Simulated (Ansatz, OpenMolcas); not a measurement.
# CH4FSi (SMILES C[SiH]F): from total energies to a heat of formation

CH4FSi: 7 atoms, total charge 0, spin state doublet. SMILES: `C[SiH]F`. The shape is that of a PBE0-D4/def2-TZVP optimisation.

```xyz
7

C    -0.6535    0.3895   -0.2980
Si    0.9174   -0.5941   -0.1041
F     0.6407   -1.8128    0.9096
H    -1.4449   -0.2078   -0.7541
H    -0.4702    1.2609   -0.9317
H    -1.0007    0.7383    0.6796
H     2.0113    0.2260    0.4987
```

Total energies at UB3LYP/aug-cc-pVDZ (OpenMolcas 26.06); the atoms run unrestricted:

```tsv
species	state	energy (Eh)
CH4FSi	doublet	-429.892913
C	triplet	-37.854195
Si	triplet	-289.389841
F	doublet	-99.739495
H	doublet	-0.501657
```

Harmonic wavenumbers at UPBE0-D4/def2-TZVP, in cm⁻¹: 147, 239, 554, 674, 752, 792, 868, 895, 1263, 1435, 1443, 2167, 3044, 3128, 3146.

Measured heats of formation of the gaseous atoms at 298.15 K, in kJ/mol: C 716.9, Si 450.0, F 79.4, H 218.0. Spin-orbit lowering of the atoms at 298 K (mean of the ground term's levels less their thermal mean, from spectra), in kJ/mol: C 0.02, Si 0.44, F 1.29. Take 1 Eh = 2625.50 kJ/mol, 1 cm⁻¹ = 0.0119627 kJ/mol, RT = 2.479 kJ/mol.

**Question.** Work out the heat of formation of the gas at 298 K.

**Answer.** 
1. Electronic atomisation energy: (-37.854195) + (-289.389841) + (-99.739495) + 4 × (-0.501657) − (-429.892913) = 0.902754 Eh = 2370.2 kJ/mol.
2. Zero-point energy: half the sum of the wavenumbers, 10273.5 cm⁻¹ = 122.9 kJ/mol.
3. Thermal vibrational enthalpy, Σ hcν̃/(exp(hcν̃/kT) − 1): 4.7 kJ/mol. Translation, rotation and pV of a non-linear molecule: 4 RT = 9.9 kJ/mol.
4. The 7 free atoms carry 5/2 RT each: 43.4 kJ/mol.
5. Spin-orbit coupling lowers the free atoms by 0.02 + 0.44 + 1.29 = 1.8 kJ/mol.
6. Atomisation enthalpy at 298 K: 2370.2 − 1.8 − 122.9 − 4.7 − 9.9 + 43.4 = 2274.3 kJ/mol.
7. Sum of the atoms' heats of formation: 2118.3 kJ/mol. Heat of formation: 2118.3 − 2274.3 = -156.0 kJ/mol.

No measured value is set beside it here. Anharmonicity and any spin-orbit splitting of the molecule are left out.
